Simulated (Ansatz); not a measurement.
Several settings on one geometry of SiO2⁺ (that of the charge 1 doublet, PBE0-D4/def2-TZVP). Ansatz on 4 threads of Arm Neoverse V2 on a shared host; times are rough.

Cartesian coordinates in Å:
```
Si -0.704 -0.839 -0.054
O -0.157 0.850 -0.023
O 0.861 -0.011 0.078
```

Totals from different functionals, basis sets or treatments of relativity can't be compared as stabilities.

DK, ANO-RCC and x2c sets are all-electron and run with scalar relativity unless a key says otherwise. LC-ωPBE has ω = 0.4 bohr⁻¹.

The spins typed aren't always the lowest for that charge.

(1) Give the basis size and estimate the energy, ⟨S²⟩ and time of these runs.

| run | method | charge | state | further keys |
| --- | --- | --- | --- | --- |
| 1 | ROKS LC-ωPBE/ANO-RCC-VTZP | 1 | doublet | forces asked |
| 2 | UKS r2SCAN50-D4/x2c-TZVPPall | 1 | doublet | pseudopotentials: {relativity: scalar} |
| 3 | RKS PBE0-D3(BJ)/cc-pVTZ-DK | 2 | singlet | fitting: {mean_field: def2-universal-jkfit}; scf: {lower_state_search: light} |

## Answers

(1) 
| run | functions | energy (Eh) | ⟨S²⟩ | wall time |
| --- | --- | --- | --- | --- |
| 1 | 94 | -440.0932 | – | 3.5 s |
| 2 | 104 | -440.1098 | 0.77 | 3.9 s |
| 3 | 94 | -439.2553 | – | 1.4 s |
